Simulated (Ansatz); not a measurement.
Relaxation of ClH₃MgO (6 atoms, charge 0, multiplicity 1), to a largest force component of 0.03 eV/Å in at most 50 steps.

Theory: Ansatz 0.2.0, RKS PBE-D4/def2-SVPD.

```xyz
6
Properties=species:S:1:pos:R:3
Mg -0.729 -0.488 -1.352
H -0.669 1.108 -0.723
Cl -0.970 -2.442 -2.403
H 0.267 0.862 0.939
O 0.634 0.272 1.627
H 1.467 0.689 1.911
```

Problem. Where does it end, and by what steps?

Solution. The run converged. After 20 steps the energy has fallen by 0.672 eV; H6 moved furthest, 1.81 Å. Joined: Mg1–O5.

| step | energy less start (eV) | largest force component (eV/Å) | accepted |
| --- | --- | --- | --- |
| 0 | 0.0000 | 0.148 | yes |
| 1 | -0.0202 | 1.248 | yes |
| 2 | -0.0989 | 0.449 | yes |
| 3 | -0.2547 | 1.095 | yes |
| 4 | -0.3766 | 0.943 | yes |
| 5 | -0.4073 | 0.897 | yes |
| 6 | -0.4770 | 0.381 | yes |
| 7 | -0.5078 | 0.222 | yes |
| 8 | -0.5301 | 0.146 | yes |
| 9 | -0.5373 | 1.171 | yes |
| 10 | -0.5774 | 0.336 | yes |
| 11 | -0.5960 | 0.358 | yes |
| 12 | -0.6101 | 0.743 | yes |
| 13 | -0.6314 | 0.544 | yes |
| 14 | -0.6298 | 0.935 | no |
| 15 | -0.6513 | 0.247 | yes |
| 16 | -0.6630 | 0.222 | yes |
| 17 | -0.6669 | 0.083 | yes |
| 18 | -0.6695 | 0.200 | yes |
| 19 | -0.6684 | 0.147 | no |
| 20 | -0.6716 | 0.011 | yes |

```xyz
6
Properties=species:S:1:pos:R:3
Mg -0.658 0.166 -0.896
H -1.464 1.547 -1.488
Cl -0.043 -2.056 -0.944
H 0.838 0.786 1.570
O 0.503 0.242 0.841
H 0.823 -0.686 0.917
```

Whether the end is a true minimum wasn't checked by a vibrational analysis.

The run took 16 s on 2 threads of Intel(R) Xeon(R) 6975P-C (Granite Rapids), on a shared host, peak memory 0.18 GiB.
